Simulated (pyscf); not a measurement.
Thermochemistry of product channels of SiH₄ (SMILES [SiH4]) + SiH₃• (SMILES [SiH3]) on the doublet surface, in kJ/mol, from ωB97M-D3(BJ)/def2-TZVP energies (ideal gas, 1 atm, RRHO with modes under 100 cm⁻¹ raised to 100, one conformer, R ln 2 for rigid chiral ones). Single points on ωB97X-D3(BJ)/def2-SVP structures (PySCF, gas phase).

| products | ΔE | ΔH(298 K) | ΔG(298 K) | ΔG(1200 K) |
|---|---|---|---|---|
| •H₂Si–SiH₃ (SMILES [SiH2][SiH3]) + H₂ (SMILES [H][H]) | +11.8 | +7.3 | +7.2 | -7.1 |
| H₃Si–SiH₃ (SMILES [SiH3][SiH3]) + H• (SMILES [H]) | +72.6 | +64.3 | +74.4 | +89.7 |

These are energies of the channels, which say nothing of barriers.
